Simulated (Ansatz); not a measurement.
Geometry optimisation, RKS PBE-D4/STO-3G in Ansatz 0.2.0.

Input:

```yaml
crystal:
  periodic: [false, false, false]
  atoms:
    - { symbol: "N", position_ang: [-1.355, 0.6233, 0.4201] }
    - { symbol: C, position_ang: [-0.6538, 0.1443, -0.7541] }
    - { symbol: C, position_ang: [0.7379, -0.319, -0.3571] }
    - { symbol: "N", position_ang: [0.8251, -1.1146, 0.859] }
    - { symbol: O, position_ang: [1.5592, 0.7997, -0.0503] }
    - { symbol: H, position_ang: [-2.2529, 1.1337, 0.0664] }
    - { symbol: H, position_ang: [-0.8097, 1.423, 0.8141] }
    - { symbol: H, position_ang: [-1.1728, -0.6754, -1.1827] }
    - { symbol: H, position_ang: [-0.5733, 0.9564, -1.464] }
    - { symbol: H, position_ang: [1.2505, -0.8604, -1.1423] }
    - { symbol: H, position_ang: [0.2473, -1.9918, 0.6699] }
    - { symbol: H, position_ang: [0.1097, -0.6362, 1.5024] }
    - { symbol: H, position_ang: [2.1082, 0.4821, 0.6333] }
basis:
  gaussian: { orbitals: STO-3G }
hamiltonian:
  xc: pbe
  dispersion: d4
relax:
  f_tol: 0.02
  max_steps: 40
scf:
  lower_state_search: "off"
```

Command:

```bash
$ ansatz run input.yaml --threads 1 --pin off --max-ram 2048MiB --backend cpu --events-out ev --progress --plain --runs-dir out
```

Question: Where does it end, and by what steps?

Answer: The run converged. Limits of this set-up: minimal basis. After 9 steps the energy has fallen by 1.072 eV; H12 moved furthest, 0.34 Å.

```tsv
step	energy less start (eV)	largest force component (eV/Å)	accepted
0	0.0000	5.315	yes
1	-0.9790	1.021	yes
2	-1.0432	0.692	yes
3	-1.0635	0.141	yes
4	-1.0673	0.068	yes
5	-1.0691	0.071	yes
6	-1.0708	0.097	yes
7	-1.0717	0.066	yes
8	-1.0723	0.034	yes
9	-1.0724	0.018	yes
```

```xyz
13
Properties=species:S:1:pos:R:3
N -1.302 0.617 0.521
C -0.622 0.206 -0.782
C 0.804 -0.323 -0.347
N 0.723 -1.076 0.976
O 1.640 0.872 -0.127
H -2.298 0.892 0.254
H -0.856 1.559 0.756
H -1.218 -0.616 -1.235
H -0.522 1.030 -1.528
H 1.226 -1.004 -1.141
H 0.380 -2.054 0.696
H -0.193 -0.624 1.355
H 2.257 0.486 0.614
```

Whether the end is a true minimum wasn't checked by a vibrational analysis.

Run time: 16 s on 1 thread of AMD EPYC 7R43 64-Core Processor (Zen 3), with other jobs on the host, peak memory 0.13 GiB.
